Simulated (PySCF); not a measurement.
C₄H₅FO: calculation and literature

Numbering as in the mapped SMILES `[O:1]=[C:2]([F:3])[CH:4]1[CH2:5][CH2:6]1`; H(Xn) means a hydrogen on atom n. Ha(C5), Ha(C6) are cis to C2 on the ring; Hb(C5), Hb(C6) are trans to C2 on the ring.

The experiment to reproduce: δ $^{1}$H H(C4) 1.66 ppm (measured; solution, not stated per compound (mostly CDCl3 or CCl4); Pretsch, Buehlmann, Badertscher, Structure Determination of Organic Compounds, 4th ed. (2009)). Coupling constants: $^{3}J$(H(C4),Hb(C5)) (cis) 8.0 Hz, $^{3}J$(H(C4),Ha(C5)) (trans) 4.6 Hz, $^{2}J$(Hb(C5),Ha(C5)) -4.5 Hz.

PySCF 2.14 calculation with spin–spin couplings from B3LYP/pcJ-2 (spin–dipole term only in couplings to heteroatoms), shieldings: GIAO KT3/pcSseg-2 and geometry from PBE0-D3(BJ)/def2-TZVP; rapidly exchanging positions averaged, no relativistic terms, isolated molecule, single conformer.

Question: What does the calculation give, and how does it compare?

Answer: 
Reference values: measured (solution, not stated per compound (mostly CDCl3 or CCl4); Pretsch, Buehlmann, Badertscher, Structure Determination of Organic Compounds, 4th ed. (2009)).
| atoms | quantity | reference | computed | computed, scaled |
| --- | --- | --- | --- | --- |
| H(C4) | δ $^{1}$H | 1.66 | 1.51 | 1.52 |

Computed shifts are σ(ref) − σ with the named reference compound (TMS for H and C) calculated as an isolated molecule at the same level. The measured values may be among those fitted. Expected solution values come from regression of measured δ (H and C: mostly CDCl3, vs TMS) on computed σ: $^{1}$H: δ = 30.77 − 0.971σ (rms 0.14 ppm, 293 shifts, 0.16 ppm with the 4 outliers that the fit left out). A few per cent of atoms miss by over 2 rms, more outside the fitted compound classes.

Coupling constants in Hz:
| coupling | reference | computed | source |
| --- | --- | --- | --- |
| $^{3}J$(H(C4),Hb(C5)) cis | 8.0 | 9.2 | measured; solution (compiled); Pretsch, Buehlmann, Badertscher, Structure Determination of Organic Compounds, 4th ed., Springer 2009 |
| $^{3}J$(H(C4),Ha(C5)) trans | 4.6 | 4.9 | measured; solution (compiled); Pretsch, Buehlmann, Badertscher, Structure Determination of Organic Compounds, 4th ed., Springer 2009 |
| $^{2}J$(Hb(C5),Ha(C5)) | -4.5 | -4.4 | measured; solution (compiled); Pretsch, Buehlmann, Badertscher, Structure Determination of Organic Compounds, 4th ed., Springer 2009 |

4 of the 9 published NMR values on file for this molecule are compared.

Only one conformer was computed, so three-bond couplings in flexible chains and rings are approximate.
